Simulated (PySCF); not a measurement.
# Electronic absorption of CH5NSi

Compound: CH5NSi.
InChI=1S/CH5NSi/c1-2-3/h1H2,3H3

Level of theory: PySCF, TDDFT PBE0/def2-SVPD, vertical, gas phase, core orbitals frozen in the response. Geometry: GFN2-xTB; no solvent, vibrations or thermal averaging.

Problem. What does the calculation give for the low-lying excited states?

Solution. 

| state | E (eV) | λ (nm) | ν̃ (cm⁻¹) | f | \|μ\| (D) | symmetry | main configurations (H = HOMO, L = LUMO) |
| --- | --- | --- | --- | --- | --- | --- | --- |
| S1 | 4.03 | 307.9 | 32470 | 0.0004 | 0.15 | – | H→L (99%) |
| S2 | 6.05 | 205.0 | 48780 | 0.019 | 0.90 | A′ | H→L+1 (99%) |
| S3 | 6.95 | 178.4 | 56040 | 0.054 | 1.44 | A′ | H→L+2 (91%) |
| S4 | 7.22 | 171.8 | 58220 | 0.0019 | 0.26 | – | H→L+4 (99%) |
| S5 | 7.35 | 168.6 | 59320 | 0.0043 | 0.39 | A′ | H→L+3 (90%) |
| S6 | 7.54 | 164.3 | 60850 | 0.0022 | 0.28 | A″ | H-2→L (96%) |
| S7 | 7.57 | 163.8 | 61040 | 0.154 | 2.32 | A′ | H-1→L (65%), H→L+5 (28%) |
| S8 | 7.66 | 161.9 | 61750 | 0.216 | 2.73 | A′ | H→L+5 (69%), H-1→L (24%) |

Triplets, Tamm–Dancoff:

```tsv
state	E (eV)	λ (nm)	main configurations (H = HOMO, L = LUMO)
T1	3.38	367.1	H→L (98%)
T2	5.03	246.3	H-1→L (76%), H-3→L (21%)
T3	5.76	215.1	H→L+1 (94%)
```

The lowest singlet lies at 4.03 eV (308 nm, ultraviolet) and is dark (f under 0.0005); its leading configuration is HOMO→LUMO (99%). The most intense listed level is S8 at 7.66 eV (162 nm, f = 0.216), 3.63 eV above S1. It is the last of those listed, so stronger ones may follow. Löwdin shares by element: HOMO nitrogen 57%, carbon 16%, silicon 10%, hydrogen 6% or more; LUMO carbon 42%, nitrogen 34%, hydrogen 14% or more. The listed states span 3.63 eV, and the widest gap between neighbours is 2.02 eV (S1 to S2). The oscillator strengths of these states sum to 0.451; summed over the whole spectrum of an exact calculation they would give the number of electrons, 32 (Thomas–Reiche–Kuhn). Orbital energies (eV): HOMO-3 -10.83, HOMO-2 -9.74, HOMO-1 -9.14, HOMO -7.00, LUMO -0.88, LUMO+1 0.38, LUMO+2 1.00. Symmetry labels in Cs follow from the direction of the transition dipole and are given only for states with f of 0.002 or more. Only the lowest 8 singlets were computed, as vertical energies without vibronic structure.
